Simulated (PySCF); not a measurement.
A GIAO shielding run with PySCF 2.14 (density fitting, non-relativistic, gas phase) on SMILES P, H$_{3}$P:

```
$ OMP_NUM_THREADS=1 python probes_run.py task.json out

{"job": {"kind": "nmr", "xc": "PBE0", "basis": "pcSseg-2", "pop": false}, "charge": 0, "multiplicity": 1}
P      0.023716    -0.040690     0.484023
H     -0.598539     1.018275    -0.228346
H      1.189898    -0.001560    -0.324706
H     -0.589668    -1.040909    -0.315298
```

Hardware: 1 thread of an Intel Xeon, shared host.

Task: How large is the calculation?

Result: 18 electrons, 85 basis functions and 257 auxiliary functions.

Task: How long does it take, and how much memory does it need?

Result: 1.2 s of wall time, with 10 SCF cycles and 4 response iterations; peak memory 0.34 GiB. Times on a shared host scatter by some tens of per cent.

Task: And these other runs on the same molecule and hardware: GIAO shielding at B97-2/pcSseg-2; GIAO shielding at KT3/pcSseg-2; GIAO shielding at wB97X-D/pcSseg-2?

Result: B97-2/pcSseg-2: 85 functions, 1.3 s; KT3/pcSseg-2: 85 functions, 1.5 s; wB97X-D/pcSseg-2: 85 functions, 1.5 s.
